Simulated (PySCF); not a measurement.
Stretching MgF

Set-up: PySCF, no relativity, basis sets Mg def2-TZVP, F def2-TZVP. Energies in eV from Mg + F in their ground configurations at the same level. All curves are PBE0. state 1: ²Σ⁺ (doublet), unpaired electrons σ ↑; state 2: quartet, unpaired electrons σ ↑, π ↑↑, a second solution, started from another occupation.

```csv
R (Å),state 1,state 2
1.520,-3.534,5.5912
1.590,-4.042,4.7247
1.661,-4.317,4.1013
1.714,-4.413,3.7508
1.767,-4.439,3.4759
1.820,-4.411,3.2601
1.891,-4.314,3.0424
1.979,-4.126,2.8522
2.085,-3.843,2.7044
2.226,-3.421,2.5913
```

Q: Put a parabola through the three lowest points of the state 1 curve and estimate Re, k and ωe (reduced mass 10.6 u; 1 eV/Å² = 0.16022 mdyn/Å; ωe = 1302.8·√(k/μ) cm⁻¹).

A: Through R = 1.714, 1.767, 1.82 Å the second-order coefficient is 9.61 eV/Å², so Re ≈ 1.766 Å, k ≈ 3.08 mdyn/Å and ωe ≈ 702 cm⁻¹. A polynomial fit of higher order to the unrounded PBE0 energies gives Re = 1.764 Å, k = 3.07 mdyn/Å, ωe = 701 cm⁻¹; anharmonicity and rounding make the difference.

The higher-order fit for each curve: state 1: Re = 1.764 Å, ωe = 701 cm⁻¹, De = 4.44 eV. State 2 gave no clean fit.

The state is the lowest determinant that a PBE0 search found; another state may lie lower at other levels.
